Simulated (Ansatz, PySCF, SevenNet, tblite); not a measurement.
## Ladder of methods for the lattice parameter a of zinc-blende GaP

Reference value: 5.439 Å (measured, static lattice: zero-point anharmonic expansion removed; as tabulated in Mejia-Rodriguez and Trickey (2018), arXiv:1807.09216).

```tsv
level (code)	value (Å)	error (%)
GFN2-xTB (tblite)	5.687	+4.56
SevenNet-0	5.508	+1.27
LDA (Ansatz)	5.391	-0.88
PBE (Ansatz)	5.506	+1.23
rVV10 (Ansatz)	5.525	+1.58
r²SCAN+rVV10 (Ansatz)	5.436	-0.06
B3LYP (VWN-RPA form) (Ansatz)	5.531	+1.69
Hartree–Fock (Ansatz)	5.548	+2.00
MP2 (PySCF)	5.493 ± 0.02	+0.99
```

Of the ranked levels r²SCAN+rVV10 (-0.06 %) comes nearest. Farthest off among them: GFN2-xTB (+4.56 %). Of the ranked levels only r²SCAN+rVV10 lands within 0.5 %.

A ± on a computed value is a rough bar: the spread of its extrapolation, a floor set from checks against published values, or a statistical error. GFN2-xTB: the method was fitted mainly to molecules. GFN2-xTB: the run uses a supercell at the zone centre in place of a k mesh. Cutoffs and k meshes differ between the levels. Ansatz's density-functional and Hartree–Fock values are scalar-relativistic unless marked +SOC, with PAW data made under PBE.

Machine-learned potentials (SevenNet-0) are trained on DFT data: a solid inside that data is no test of them.

Differences are worked out from the printed values.

Ansatz is a quantum-chemistry and plane-wave program.
